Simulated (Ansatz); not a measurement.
# C3H3F: one structure at several levels

The task here is to estimate one member of a computed series from the others.

The runs use Ansatz 0.2.0, Gaussian basis; single points in def2-TZVPP.

Cores are frozen in the correlated methods.

1 further run of the same task is left out (it didn't finish).

## Where the work starts

SMILES `C=C=CF`, 7 atoms, charge 0, spin multiplicity 1.

Atoms are counted from 1 here; the program's logs count them from 0.

Bond lengths: C1–C2 1.296 Å, C1–H5 1.123 Å, C1–H6 1.104 Å, C2–C3 1.304 Å, C3–F4 1.387 Å, C3–H7 1.099 Å. Angles: C2–C1–H5 122.4°, C2–C1–H6 126.4°, H5–C1–H6 111.1°, C1–C2–C3 176.7°, C2–C3–F4 120.3°, C2–C3–H7 128.5°, F4–C3–H7 111.2°.

Coordinates:

```mol
C3H3F
  3D, bonds by distance, orders not assigned

  7  6  0  0  0  0  0  0  0  0999 V2000
   -0.8863    0.9862    0.0033 C   0  0
   -0.0281    0.0163    0.0398 C   0  0
    0.8901   -0.9087    0.0709 C   0  0
    1.0138   -1.8061   -0.9788 F   0  0
   -1.9323    0.8785    0.3976 H   0  0
   -0.7279    1.9857   -0.4377 H   0  0
    1.6336   -1.1086    0.8548 H   0  0
  1  2  8  0
  1  5  8  0
  1  6  8  0
  2  3  8  0
  3  4  8  0
  3  7  8  0
M  END
```

The first run:

File run/in.yaml:

```yaml
crystal:
  periodic: [false, false, false]
  atoms:
    - {symbol: C, position_ang: [-0.886334, 0.986178, 0.003339]}
    - {symbol: C, position_ang: [-0.028116, 0.016299, 0.039752]}
    - {symbol: C, position_ang: [0.890090, -0.908713, 0.070941]}
    - {symbol: F, position_ang: [1.013774, -1.806137, -0.978773]}
    - {symbol: H, position_ang: [-1.932348, 0.878508, 0.397614]}
    - {symbol: H, position_ang: [-0.727874, 1.985670, -0.437745]}
    - {symbol: H, position_ang: [1.633569, -1.108608, 0.854801]}
basis:
  gaussian: {orbitals: def2-TZVPP}
hamiltonian: {xc: pbe, dispersion: d4}
output: {forces: true}
```

On the command line:

```console
ansatz run in.yaml --threads 2 --pin off --events-out ev --progress --plain --max-ram 3481MiB
```

Among the steps run: PBE-D4/def2-TZVPP; r2SCAN-D4/def2-TZVPP; PBE0-D4/def2-TZVPP; wB97M-V/def2-TZVPP; CCSD(T)/def2-TZVPP.

One of the session's tables, all rows but one given; the rest of the session is left out.

| method | RMS force component (eV/Å) | angle to CCSD(T) forces (°) | dipole (D) |
| --- | --- | --- | --- |
| PBE-D4 | 0.532 | 9.8 | 1.77 |
| r2SCAN-D4 | 0.567 | 14.9 | 1.85 |
| PBE0-D4 | ? | ? | ? |
| wB97M-V | 0.640 | 15.6 | 1.93 |
| CCSD(T) | 0.796 | reference | 1.92 |

**Question.** Estimate the row for PBE0-D4.

**Answer.** RMS force component (eV/Å): 0.637; angle to CCSD(T) forces (°): 20.0; dipole (D): 1.92. In the column «RMS force component (eV/Å)» it lies between r2SCAN-D4 (0.567) and wB97M-V (0.640).
